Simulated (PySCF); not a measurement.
Calculation: PBE-D3(BJ)/def2-TZVP (PySCF). All species are isolated molecules in the gas phase. 

Reference species (SMILES): `C[C+]=O` (charge +1, multiplicity 1).

The HOMO–LUMO gap is 8.00 eV and the hole reorganisation energy (four-point) is 2.674 eV. The adiabatic ionisation energy (no zero-point term) comes out as 20.57 eV. The S1 oscillator strength is 0.000.

Changed species: `C=C=[OH+]` (not the most basic site) (proton added at O3; the reference has proton added at C1).

### Question
Give the shifts of the HOMO–LUMO gap, hole reorganisation energy (four-point), adiabatic ionisation energy (no zero-point term) and S1 oscillator strength.

### Answer
the HOMO–LUMO gap falls by 3.92 eV, to 4.08 eV; the hole reorganisation energy (four-point) falls by 1.506 eV, to 1.168 eV; the adiabatic ionisation energy (no zero-point term) falls by 2.98 eV, to 17.59 eV; the S1 oscillator strength hardly moves.
